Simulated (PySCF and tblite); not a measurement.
Values are calculated unless marked as measured or tabulated.
n-pentane, C₅H₁₂, numbered as in [CH3:1][CH2:2][CH2:3][CH2:4][CH3:5]. Conformer-averaged GIAO shifts at 298.15 K against TMS at the same level, unscaled (PySCF, tblite), from 4 protocols:

A: shieldings PBE0/pcSseg-1 (IEF-PCM, chloroform); weights PBE0-D3(BJ)/def2-TZVP (IEF-PCM, chloroform) // PBE0-D3(BJ)/def2-SVP; 4 conformers.
B: shieldings wB97X-D/pcSseg-1 (IEF-PCM, chloroform); weights PBE0-D3(BJ)/def2-TZVP (IEF-PCM, chloroform) // PBE0-D3(BJ)/def2-SVP; 4 conformers.
C: shieldings CAM-B3LYP/pcSseg-1 (IEF-PCM, chloroform); weights PBE0-D3(BJ)/def2-TZVP (IEF-PCM, chloroform) // GFN2-xTB; 4 conformers.
D: shieldings PBE0/pcSseg-1; weights PBE0-D3(BJ)/def2-TZVP // PBE0-D3(BJ)/def2-SVP; 4 conformers.

```
signal  measured (ppm)     A     B     C     D
 H1/H5            0.88  0.96  0.96  1.04  0.97
 C1/C5           14.08  16.1  16.1  16.7  15.9
 C2/C4           22.38  25.8  25.1  27.6  25.4
    C3           34.16  37.0  36.1  39.6  36.5
```

Measured: Fulmer et al., Organometallics 2010, 29, 2176; solvent: CDCl3.

**Question.** Which protocol comes closest to experiment?

**Answer.** For ¹³C protocol B has the smallest mean absolute error, but the gap to the next is too small to matter.
```csv
nucleus,ppm,A,B,C,D
¹³C,mean absolute error,2.8,2.2,4.4,2.4
¹³C,scatter about the mean error,0.6,0.4,1.3,0.5
```

For scale, the study of CCCCC took 3.4 min on 1 thread of Arm Neoverse V1 (shared host) (rough), launched as `OMP_NUM_THREADS=1 python ens_run.py task.json out`.
